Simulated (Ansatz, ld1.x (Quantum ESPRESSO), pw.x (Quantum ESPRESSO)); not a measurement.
## Equation-of-state test of one TM potential (Rb (Z = 37))

| Property | Result |
| --- | --- |
| Element | rubidium (Rb) |
| Generator | ld1.x (Quantum ESPRESSO) 7.5 |
| Type | norm-conserving Troullier–Martins (Kleinman–Bylander form) |
| Functional | PBEsol |
| Relativity | scalar-relativistic |
| Frozen core | [Kr] |
| Valence charge | 1 |
| Reference configuration | 4d1 5s0 5p0 |
| Partial waves | 5s (bound, empty): rc 3.90 bohr; 5p (bound, empty): rc 6.02 bohr; 4d (bound): rc 4.20 bohr |
| Local potential | all-electron potential smoothed inside 3.60 bohr (lloc = -1) |
| Core correction | a·sin(br)/r model core, default radius (core density twice the valence density) |

Crystal test: bcc Rb in pw.x 7.5, no spin, 8³ k-points, Fermi–Dirac smearing 0.01 Ry, cutoffs 50/200 Ry. The reference is all-electron LAPW (Ansatz 0.2.0) with the same functional, mesh and smearing; V0 and B0 come from Birch–Murnaghan fits to the pressures at five volumes. Errors are pseudo minus all-electron; Δ is the rms difference of the E(V) curves that follow from these fits, minima aligned, over ±6 % about the mean V0. Mesh and smearing are coarse, so the numbers serve the comparison and aren't converged zero-temperature values; the lattice is a test structure that the element need not adopt.

```tsv
V (Å³/atom)	P all-electron (GPa)	P pseudo (GPa)
82.546	0.16	0.10
84.719	0.07	0.01
86.891	-0.00	-0.07
89.063	-0.07	-0.13
91.236	-0.13	-0.19
```

All-electron: a0 = 5.579 Å (V0 = 86.80 Å³/atom), B0 = 2.9 GPa.

Pseudopotential: mean pressure error (GPa): -0.06; a0 (Å): 5.541; a0 error (%): -0.67; B0 error (%): +11.5; Δ (meV/atom): 1.1. The largest radius (6.02 bohr) exceeds half the bond length (4.57 bohr), so the spheres overlap, which is one possible source of error among others. This is a poor potential for the solid. The logarithmic derivative shows an extra or strongly shifted pseudo pole above the reference energy (s near 0.46 Ry).

Q: At the middle volume, how do free energy and pressure move when the wave cutoff is lowered (ecutrho kept at four times it)?

A:

| cutoff (Ry) | shift of F (meV/atom) | shift of P (GPa) |
| --- | --- | --- |
| 22 | +0.0 | +0.00 |
| 30 | +0.0 | +0.00 |
| 40 | +0.0 | +0.00 |

Input at the middle volume:

```
&control
  calculation='scf', prefix='x', pseudo_dir='./', outdir='./tmp', tstress=.true., disk_io='none'
/
&system
  ibrav=0, nat=1, ntyp=1, ecutwfc=50, ecutrho=200, nbnd=7,
  occupations='smearing', smearing='fd', degauss=0.01
/
&electrons
  conv_thr=1e-09, mixing_beta=0.4, electron_maxstep=70
/
ATOMIC_SPECIES
Rb 1.0 Rb.UPF
CELL_PARAMETERS angstrom
  -2.79021885 2.79021885 2.79021885
  2.79021885 -2.79021885 2.79021885
  2.79021885 2.79021885 -2.79021885
ATOMIC_POSITIONS crystal
Rb 0.0000 0.0000 0.0000
K_POINTS automatic
8 8 8 0 0 0
```

```bash
pw.x < Rb.scf.in > Rb.scf.out
```

Lines of the output:

```
Message from routine setup:
     using ibrav=0 with symmetry is DISCOURAGED, use correct ibrav instead
     lattice parameter (alat)  =       9.1327  a.u.
     unit-cell volume          =     586.3695 (a.u.)^3
     number of electrons       =         1.00
     number of Kohn-Sham states=            7
     kinetic-energy cutoff     =      50.0000  Ry
     charge density cutoff     =     200.0000  Ry
     scf convergence threshold =      1.0E-09
     Exchange-correlation= PBESOL
     number of k points=    29  Fermi-Dirac smearing, width (Ry)=  0.0100
     iteration #  1     ecut=    50.00 Ry     beta= 0.40
     total energy              =      -0.56834189 Ry
     estimated scf accuracy    <       0.00504677 Ry
     iteration #  2     ecut=    50.00 Ry     beta= 0.40
     total energy              =      -0.56815268 Ry
     estimated scf accuracy    <       0.00182118 Ry
     iteration #  3     ecut=    50.00 Ry     beta= 0.40
     total energy              =      -0.56815781 Ry
     estimated scf accuracy    <       0.00000012 Ry
     iteration #  4     ecut=    50.00 Ry     beta= 0.40
     total energy              =      -0.56815860 Ry
     estimated scf accuracy    <       0.00000008 Ry
     iteration #  5     ecut=    50.00 Ry     beta= 0.40
     total energy              =      -0.56815860 Ry
     estimated scf accuracy    <       0.00000005 Ry
     iteration #  6     ecut=    50.00 Ry     beta= 0.40
     total energy              =      -0.56815860 Ry
     estimated scf accuracy    <          2.5E-09 Ry
     iteration #  7     ecut=    50.00 Ry     beta= 0.40
     the Fermi energy is    -0.4138 ev
!    total energy              =      -0.56815860 Ry
     estimated scf accuracy    <          4.3E-10 Ry
     smearing contrib. (-TS)   =      -0.00410881 Ry
     The total energy is F=E-TS. E is the sum of the following terms:
     one-electron contribution =       0.25127832 Ry
     hartree contribution      =       0.00194330 Ry
     xc contribution           =      -0.47217314 Ry
     ewald contribution        =      -0.34509828 Ry
     convergence has been achieved in   7 iterations
          total   stress  (Ry/bohr**3)                   (kbar)     P=       -0.65
     Message from routine punch:
     Nothing written, as per user request (disk_io='none')
```

The run at the middle volume (29 k-points, 7 iterations) took about 11 s on one core of a shared host (Neoverse-V1, 64 threads, 495 GiB, load 43).
